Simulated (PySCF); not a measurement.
First hyperpolarisability: 2-pentyn-4-one (SMILES CC#CC(C)=O)

Geometry (Å), atoms numbered from 1 in this order:
```xyz
12

C     2.5841   -0.4854    0.0702
C     1.2153   -0.0439    0.2213
C     0.0801    0.3351    0.3587
C    -1.2928    0.7718    0.5077
C    -2.2947    0.0510   -0.3491
O    -1.5973    1.6529    1.2767
H     3.0875   -0.5244    1.0390
H     3.1379    0.2090   -0.5669
H     2.6310   -1.4764   -0.3865
H    -3.2784    0.4994   -0.2202
H    -1.9913    0.0890   -1.3981
H    -2.3249   -1.0041   -0.0631
```

Method: quadratic response CAM-B3LYP/def2-TZVPD first hyperpolarisability, Taylor convention, gas phase in PySCF. Geometry: PBE0-D3(BJ)/def2-TZVP.

Q: What is the first hyperpolarisability, and how does it disperse?

A: In 10⁻³⁰ esu, Taylor convention; the vector part is βᵢ = ⅓ Σⱼ (βᵢⱼⱼ + βⱼᵢⱼ + βⱼⱼᵢ); β∥ is 3/5 of the vector part along the dipole, the dipole points from − to +:
```csv
process,λ (nm),β vector norm,β∥,β HRS,depolarisation ratio
"static β(0;0,0)",∞,2.02,0.64,0.90,4.11
"second harmonic β(−2ω;ω,ω)",1907,2.15,0.70,0.95,4.14
"Pockels β(−ω;ω,0)",1907,2.06,0.66,–,–
"second harmonic β(−2ω;ω,ω)",1064,2.50,0.84,1.10,4.21
"Pockels β(−ω;ω,0)",1064,2.16,0.70,–,–
```

Q: Which lowest excitations, dipole and polarisabilities go with it?

A: S1 4.14 eV (f = 0.000); S2 5.04 eV (f = 0.000); S3 5.84 eV (f = 0.141); dipole 3.92 D; isotropic α 65.3 au static, 65.5 au at 1907 nm, 66.0 au at 1064 nm, 66.1 au at 953.5 nm, 68.1 au at 532 nm.
